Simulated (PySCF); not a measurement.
Method: PySCF energies plus ideal-gas RRHO corrections (1 bar). Table values come from the NASA 1993 polynomials. All species are closed-shell singlets. The harmonic model lacks anharmonicity and excited electronic states, which grow with temperature; levels with a mode under 35 cm⁻¹ are left out. The table's entry may be an old estimate for CHCl (not checked at source).

Harmonic frequencies at PBE/def2-SVP (cm⁻¹): 801, 1192, 2794. Point group Cs; S°(298 K) = 235.4 J/mol/K at this level.

Q: Work out Cp and S° of gaseous CHCl at 500, 800, 1200, 1600, 2000 K from these, and set them beside the table.

A: 
```
T (K)  Cp PBE/def2-SVP  Cp table  S° PBE/def2-SVP  S° table
-----  ---------------  --------  ---------------  --------
500               42.2      42.0            255.8     255.2
800               47.4      47.1            276.9     276.2
1200              51.5      51.0            296.9     296.1
1600              53.8      54.4            312.1     311.2
2000              55.2      57.7            324.3     323.7
```
Units J/mol/K.
